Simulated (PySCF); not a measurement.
## Which is lower?

The two ends of one reaction step of CH₈OSi, closed shell (PBE0-D4/def2-TZVP).

A:

```xyz
11
angstrom
Si -0.4511 0.8545 -0.2589
H 0.3620 -1.5170 2.0932
H -0.4773 2.1773 -0.9478
H -1.8459 0.5536 0.1762
O 0.5635 0.9054 1.0464
H 0.1699 -2.1993 2.3315
C 0.1953 -0.4706 -1.3839
H 0.3758 1.5485 1.7306
H 1.2140 -0.2414 -1.7050
H -0.4325 -0.5599 -2.2738
H 0.2056 -1.4367 -0.8745
```

B:

```xyz
11
angstrom
Si 0.1028 1.0954 0.9995
H 0.4760 -0.1441 1.7174
H 1.0143 1.3073 -0.1581
H -1.2861 0.9811 0.4761
O 0.2349 2.3107 2.1050
H 0.0213 -2.0690 -0.3428
C -0.0847 -1.7858 -1.3900
H 0.0350 3.2016 1.8165
H 0.8064 -1.2495 -1.7150
H -0.9592 -1.1466 -1.5089
H -0.2081 -2.6837 -1.9948
```

Computed with PySCF 2.14 with density fitting (its default auxiliary sets; JK sets also for MP2 and CCSD(T)) (basis: def2-TZVPP); correlated methods freeze the cores. B3LYP uses VWN-RPA correlation.

**Question.** Which structure is lower at CCSD(T), and by how much? (To be estimated.)

**Answer.** The calculation gives: B, by 0.226 eV (electronic energy, against the other). By their contacts, A is a complex of CH₆OSi ([CH3][SiH2][OH]) + H₂ and B is a complex of SiH₄O ([OH][SiH3]) + CH₄.

All methods give the same order:

```json
{"method": "SPW92", "E(B) − E(A) (eV)": "-0.135"}
{"method": "PBE-D4", "E(B) − E(A) (eV)": "-0.164"}
{"method": "r2SCAN-D4", "E(B) − E(A) (eV)": "-0.170"}
{"method": "PBE0-D4", "E(B) − E(A) (eV)": "-0.192"}
{"method": "B3LYP-D4", "E(B) − E(A) (eV)": "-0.225"}
{"method": "BHLYP-D4", "E(B) − E(A) (eV)": "-0.265"}
{"method": "wB97M-V", "E(B) − E(A) (eV)": "-0.186"}
{"method": "HF", "E(B) − E(A) (eV)": "-0.402"}
{"method": "MP2", "E(B) − E(A) (eV)": "-0.177"}
{"method": "CCSD", "E(B) − E(A) (eV)": "-0.260"}
{"method": "CCSD(T)", "E(B) − E(A) (eV)": "-0.226"}
```

No T1 diagnostic of these runs exceeds 0.010.

Labels in which every atom is bracketed show which atoms are joined, not bond orders.

For scale, one of the runs: CCSD(T)/def2-TZVPP, 216 basis functions, launched by `OMP_NUM_THREADS=4 python run.py`. Hardware: 4 CPU threads of an AMD EPYC 9R45, shared host. Wall time 2.2 min; peak host memory 3 GiB.
